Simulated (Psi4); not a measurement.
**CH5FSi (SMILES C[SiH2]F) at SVWN5/6-311+G(d,p)**

Aim: the vertical electron affinity of CH5FSi at SVWN5/6-311+G**, from 2 runs. 

The results are computed with Psi4 1.11.

5 further runs of the same task are left out: 2 that didn't finish, 3 set aside as unsound or not needed. Runs told in other sessions of the task aren't counted.

## Step 1: Starting point

CH5FSi has 8 atoms, charge 0, and is taken as a singlet. As SMILES, `C[SiH2]F`. The shape is that of a PBE0-D4/def2-TZVP optimisation.

Bond lengths: C1–Si2 1.853 Å, Si2–F3 1.604 Å, C1–H4 1.092 Å, C1–H5 1.094 Å, C1–H6 1.092 Å, Si2–H7 1.485 Å, Si2–H8 1.485 Å. Some angles: C1–Si2–F3 109.4°, C1–Si2–H7 111.5°, C1–Si2–H8 111.5°, F3–Si2–H7 107.3°, F3–Si2–H8 107.3°, Si2–C1–H4 111.0°, Si2–C1–H5 110.1°, Si2–C1–H6 111.1°, H7–Si2–H8 109.7°, H4–C1–H5 108.1°.

## Step 2: The energy at SVWN5/6-311+G(d,p)

input.in

```
memory 1600 mb

molecule mol {
  0 1
  C
  Si 1 1.853332
  F 2 1.604318 1 109.35404
  H 1 1.092336 2 111.03954 3 60.14299
  H 1 1.093703 4 108.09061 2 -120.80531
  H 1 1.092375 4 108.39584 5 -116.93274
  H 2 1.484848 3 107.27991 1 -121.11481
  H 2 1.484845 7 109.70248 3 116.21273
  symmetry c1
}

set basis 6-311+G**
set reference rks
set puream true
set e_convergence 1e-09
set d_convergence 1e-08
set scf_type pk
set dft_radial_points 99
set dft_spherical_points 590

energy_value, wavefunction = energy("scf", dft_functional={"name": "SVWN5", "x_functionals": {"LDA_X": {}}, "c_functionals": {"LDA_C_VWN": {}}}, return_wfn=True)
oeprop(wavefunction, "QUADRUPOLE", "WIBERG_LOWDIN_INDICES", "LOWDIN_CHARGES", title="SCF")
```

Started as:

```console
$ psi4 input.in input.out -n 1
```

input.out:

```text
[...]
  Running in c1 symmetry.
[...]
  Nuclear repulsion =  115.959122124833655
[...]
  Multiplicity = 1
[...]
  Nalpha       = 17
  Nbeta        = 17
[...]
    Number of basis functions: 104
[...]
   @RKS iter   1:  -427.90210754055943   -4.06685e-02   9.76908e-03 DIIS/ADIIS
[...]
   @RKS iter  11:  -428.36727965061533   -4.00746e-11   9.37544e-09 DIIS
[...]
    Orbital Energies [Eh]
    ---------------------
    Doubly Occupied:
       1A    -65.139594     2A    -24.071947     3A     -9.774480
       4A     -5.044869     5A     -3.487404     6A     -3.482578
       7A     -3.482126     8A     -1.076763     9A     -0.647758
      10A     -0.494313    11A     -0.408067    12A     -0.400409
      13A     -0.387319    14A     -0.370180    15A     -0.366400
      16A     -0.294225    17A     -0.292856
[...]
  @RKS Final Energy:  -428.36727965061533
   => Energetics <=
    Nuclear Repulsion Energy =            115.9591221248336552
    One-Electron Energy =                -825.4043442684218235
    Two-Electron Energy =                 317.5106289539717181
    DFT Exchange-Correlation Energy =     -36.4326864609989229
    Empirical Dispersion Energy =           0.0000000000000000
    VV10 Nonlocal Energy =                  0.0000000000000000
    Total Energy =                       -428.3672796506153304
[...]
 Multipole Moments:
 ------------------------------------------------------------------------------------
     Multipole            Electronic (a.u.)      Nuclear  (a.u.)        Total (a.u.)
 ------------------------------------------------------------------------------------
 L = 1.  Multiply by 2.5417464519 to convert [e a0] to [Debye]
 Dipole X            :          0.0008925           -0.0007644            0.0001281
 Dipole Y            :         -3.7410060            4.2930627            0.5520567
 Dipole Z            :          4.1931398           -4.7318495           -0.5387097
 Magnitude           :                                                    0.7713461
 L = 2.  Multiply by 1.3450342976 to convert [e a0^2] to [Debye ang]
 Quadrupole XX       :        -35.7928296           16.1336417          -19.6591879
 Quadrupole XY       :          0.0010818           -0.0008085            0.0002733
[...]
```

It took 12 s on 1 thread of Intel Xeon Platinum 8488C (Sapphire Rapids), shared host; peak memory 0.59 GiB.

## Step 3: The doublet anion

ch5fsi.inp

```
memory 1600 MB

molecule {
  -1 2
  C
  Si 1 R2
  F 2 R3 1 A3
  H 1 R4 2 A4 3 D4
  H 1 R5 4 A5 2 D5
  H 1 R6 4 A6 5 D6
  H 2 R7 3 A7 1 D7
  H 2 R8 7 A8 3 D8

  R2 = 1.853332
  R3 = 1.604318
  A3 = 109.35404
  R4 = 1.092336
  A4 = 111.03954
  D4 = 60.14299
  R5 = 1.093703
  A5 = 108.09061
  D5 = -120.80531
  R6 = 1.092375
  A6 = 108.39584
  D6 = -116.93274
  R7 = 1.484848
  A7 = 107.27991
  D7 = -121.11481
  R8 = 1.484845
  A8 = 109.70248
  D8 = 116.21273
  symmetry c1
  no_reorient
  no_com
}

set globals {
  basis 6-311+G**
  reference uks
  puream true
  e_convergence 1e-09
  d_convergence 1e-08
  scf_type pk
  dft_radial_points 99
  dft_spherical_points 590
  maxiter 100
}

E = energy('scf', dft_functional={"name": "SVWN5", "x_functionals": {"LDA_X": {}}, "c_functionals": {"LDA_C_VWN": {}}})
print_variables()
```

Started as:

```console
$ psi4 -i ch5fsi.inp -o ch5fsi.out -n 1
```

ch5fsi.out:

```text
[...]
  Running in c1 symmetry.
[...]
  Nuclear repulsion =  115.959122124833655
[...]
  Multiplicity = 2
[...]
  Nalpha       = 18
  Nbeta        = 17
[...]
    Number of basis functions: 104
[...]
   @UKS iter   1:  -427.66588062409318    1.95553e-01   1.08185e-02 DIIS/ADIIS
[...]
   @UKS iter  17:  -428.33685545830315   -5.40012e-12   3.56679e-09 DIIS
[...]
   @S^2 Observed:                7.501783640E-01
[...]
    Orbital Energies [Eh]
    ---------------------
    Alpha Occupied:
       1A    -64.988812     2A    -23.932289     3A     -9.612497
       4A     -4.894093     5A     -3.336934     6A     -3.332046
       7A     -3.330841     8A     -0.937885     9A     -0.488586
      10A     -0.350239    11A     -0.263483    12A     -0.257235
      13A     -0.244410    14A     -0.216656    15A     -0.210081
      16A     -0.146485    17A     -0.142735    18A      0.084538
    Alpha Virtual:
      19A      0.094392    20A      0.108862    21A      0.113860
      22A      0.141214    23A      0.144755    24A      0.158798
      25A      0.174925    26A      0.188987    27A      0.194183
[...]
  @UKS Final Energy:  -428.33685545830315
   => Energetics <=
    Nuclear Repulsion Energy =            115.9591221248336552
    One-Electron Energy =                -830.4414317809939803
    Two-Electron Energy =                 322.6848451182988242
    DFT Exchange-Correlation Energy =     -36.5393909204416758
    Empirical Dispersion Energy =           0.0000000000000000
    VV10 Nonlocal Energy =                  0.0000000000000000
    Total Energy =                       -428.3368554583031482
  UHF NO Occupations:
  HONO-2 :   16  A 1.9999791
  HONO-1 :   17  A 1.9999752
[...]
 Multipole Moments:
 ------------------------------------------------------------------------------------
     Multipole            Electronic (a.u.)      Nuclear  (a.u.)        Total (a.u.)
 ------------------------------------------------------------------------------------
 L = 1.  Multiply by 2.5417464519 to convert [e a0] to [Debye]
 Dipole X            :          0.0006873           -0.0007644           -0.0000771
 Dipole Y            :         -5.6528719            4.2930627           -1.3598092
 Dipole Z            :          6.5727998           -4.7318495            1.8409502
 Magnitude           :                                                    2.2887068
[...]
```

It took 27 s on 1 thread of Intel Xeon Platinum 8488C (Sapphire Rapids), shared host; peak memory 0.6 GiB.

## Step 4: Outcome

At SVWN5/6-311+G**:

```
                                         quantity          value
                     singlet CH5FSi: total energy  -428.36728 Eh
                    singlet CH5FSi: dipole moment         1.96 D
                      singlet CH5FSi: HOMO energy       -7.97 eV
                      singlet CH5FSi: LUMO energy       -0.78 eV
                    singlet CH5FSi: HOMO–LUMO gap        7.19 eV
                      doublet anion: total energy  -428.33686 Eh
doublet anion: HOMO energy (highest over α and β)        2.30 eV
 doublet anion: LUMO energy (lowest over α and β)        2.57 eV
                              doublet anion: ⟨S²⟩          0.750
vertical electron affinity (to the doublet anion)      -0.828 eV
```

**Reading.** The anion lies 0.83 eV (79.9 kJ/mol) above the neutral: the electron isn't bound at this level, and such a value depends on the basis. The HOMO (doublet anion) lies at positive energy, 2.30 eV, from the functional's self-interaction, a short basis or an electron that isn't bound; only total energies against the neutral tell.
